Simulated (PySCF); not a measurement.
C₄H₆, charge +1, multiplicity 2. Atoms are numbered in the order given.

```xyz
10

C      0.1055    -1.8684     0.0000
C     -0.4175    -0.5728     0.0000
C      0.4175     0.5728     0.0000
C     -0.1055     1.8684     0.0000
H      1.1955    -2.0435     0.0000
H     -0.5574    -2.7496     0.0000
H     -1.5134    -0.4348     0.0000
H      1.5134     0.4348     0.0000
H      0.5574     2.7496     0.0000
H     -1.1955     2.0435     0.0000
```
Charge +1, spin multiplicity 2.

Geometry: PBE-D3(BJ)/def2-SVP. The spin state was assumed, not searched. One conformer was computed; it need not be the lowest.

All values below come from CAM-B3LYP/def2-TZVP (PySCF).

Gas-phase values at a fixed geometry.

- total energy: -155.62793 hartree
- point group: C2h
- α spin, highest occupied and lowest empty level: -14.95 and -6.94 eV
- β spin, highest occupied and lowest empty level: -16.46 and -9.40 eV
- dipole moment about the centre of nuclear charge: 0.00 D
- mean static polarisability: 52.2 bohr³ (7.74 Å³)
- polarisability, principal values: 24.7, 39.6, 92.4 bohr³
- ⟨S²⟩: 0.793 (pure state 0.75)
